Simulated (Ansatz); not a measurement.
## Which is lower?

Two relaxed structures of MgSiNH$_{3}$, closed shell (PBE0-D4/def2-TZVP; forces vanish, vibrations not checked).

A:

```
6
angstrom
N -0.2331 -0.1098 -0.0426
Mg -1.5532 -1.4097 -0.3226
Si 0.8742 0.9831 0.1956
H -2.7490 -2.5870 -0.5766
H 1.6522 1.6700 -0.8747
H 1.3100 1.4938 1.5267
```

B:

N1  (-0.544, -0.905, -0.144)
Mg2  (1.177, -1.738, 0.033)
Si3  (0.361, 0.555, 0.092)
H4  (-1.547, -0.847, -0.279)
H5  (0.442, 1.556, -1.022)
H6  (0.112, 1.380, 1.320)
(Å)

Computed with Ansatz 0.2.0 (basis: def2-TZVPP); correlated methods freeze the cores. The outer core shell of Li, Na, Mg and K is correlated. The def2 sets are not built for correlating such inner shells, so the correlated values are less sure here. B3LYP uses VWN-RPA correlation.

Q: Which structure is lower at CCSD(T), and by how much? (An estimate is asked for; the value comes from the calculation.)

A: The calculation gives: A, by 0.212 eV (electronic energy, against the other). By their contacts, A is MgSiNH₃ ([MgH][N][SiH2]) and B is MgSiNH₃ ([NH]1[Mg][SiH2]1).

All methods give the same order:

```tsv
method	E(B) − E(A) (eV)
PBE-D4	0.042
r2SCAN-D4	0.153
PBE0-D4	0.056
B3LYP-D4	0.316
wB97M-V	0.308
HF	0.548
MP2	0.343
CCSD	0.266
CCSD(T)	0.212
```

The T1 diagnostic stays at or below 0.017. The restricted Hartree–Fock reference is unstable towards an unrestricted one at one or more of these structures. A large double-excitation amplitude points to some diradical character; no triplet was computed.

Labels in which every atom is bracketed show which atoms are joined, not bond orders.

For scale, one of the runs: CCSD(T)/def2-TZVPP, 147 basis functions, launched by `ansatz run in.yaml --threads 2 --pin off --events-out ev --progress --plain --max-ram 4352MiB`. Time: 26 s of wall clock on 2 CPU threads of an Intel Xeon Platinum 8259CL; the host was shared. Peak host memory: 0.99 GiB.
